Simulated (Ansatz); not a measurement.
## Breaking a bond in NH3 (ammonia)

The species is NH3 (4 atoms), meant as a singlet with charge 0. As SMILES, `N`. The coordinates come from a GFN2-xTB relaxation.

```xyz
4

N    -0.0682    0.2428    0.1081
H     0.4919   -0.3005    0.7534
H    -0.8920   -0.3006   -0.1183
H     0.4682    0.3583   -0.7431
```

The N1–H2 distance is scanned; the parts on either side stay rigid. Basis 6-31G, 1 core orbital frozen in the correlated methods; program Ansatz 0.2.0. FCI is exact within this basis and core. Energies in eV from each method's value at 1.013 Å; methods without a U are spin-restricted. The shape above is that at 1.013 Å.

```json
{"distance (Å)": "1.013", "PBE0": "0.00", "BHLYP": "0.00", "wB97M-V": "0.00", "CCSD(T)": "0.00", "FCI": "0.00"}
{"distance (Å)": "1.266", "PBE0": "0.84", "BHLYP": "0.92", "wB97M-V": "0.83", "CCSD(T)": "0.75", "FCI": "0.75"}
{"distance (Å)": "1.519", "PBE0": "2.26", "BHLYP": "2.41", "wB97M-V": "2.26", "CCSD(T)": "2.00", "FCI": "1.99"}
{"distance (Å)": "2.025", "PBE0": "4.67", "BHLYP": "4.97", "wB97M-V": "4.73", "CCSD(T)": "3.69", "FCI": "3.70"}
{"distance (Å)": "2.531", "PBE0": "6.15", "BHLYP": "6.61", "wB97M-V": "6.38", "CCSD(T)": "4.11", "FCI": "4.23"}
```

Departure from the FCI curve at its largest: PBE0 +1.93 eV at 2.53 Å; BHLYP +2.39 eV at 2.53 Å; wB97M-V +2.15 eV at 2.53 Å; CCSD(T) -0.12 eV at 2.53 Å. Restricted functionals keep the electrons paired too, and rise too high.
